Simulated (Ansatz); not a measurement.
**Worked example: ideal-gas entropy of NSF3 (thiazyl trifluoride)**

A singlet with charge 0, relaxed at PBE0-D4/def2-TZVP (Ansatz 0.2.0):

```xyz
5

N    -0.3496   -0.0041    1.5914
S    -0.0473   -0.0006    0.2155
F     1.0234   -0.9393   -0.4090
F    -1.1086   -0.3176   -0.8757
F     0.4822    1.2616   -0.5221
```

Harmonic wavenumbers in cm⁻¹: 347, 347, 442, 442, 522, 799, 836, 836, 1597.

Masses in u: N 14.007, S 32.06, F 18.998. Take T = 298.15 K, p = 1 bar, R = 8.3145 J/(mol K), kT/hc = 207.22 cm⁻¹, rigid rotor and harmonic oscillator.

Task: Work out S° at 298 K.

Result: 
1. Translation (Sackur–Tetrode): S = R[3/2 ln M + 5/2 ln T − 1.1517] with M = 103.061 gives 166.7 J/(mol K).
2. Rotation: principal moments 97.833, 109.066, 109.068 u Å² give A, B, C = 0.1723, 0.1546, 0.1546 cm⁻¹; the symmetry number is σ = 3; q = (√π/σ)√((kT/hc)³/ABC) = 27463; S = R(ln q + 3/2) = 97.5.
3. Vibration: with u = ν̃/207.22, each mode gives R[u/(eᵘ − 1) − ln(1 − e⁻ᵘ)]; the sum is 21.7, most from 347 cm⁻¹ (4.9), 347 cm⁻¹ (4.9), 442 cm⁻¹ (3.4).
4. Electronic: R ln 1 = 0.0, from the spin multiplicity alone.
5. Sum: 166.7 + 97.5 + 21.7 + 0.0 = 285.9 J/(mol K).

No measured value is set beside it here.
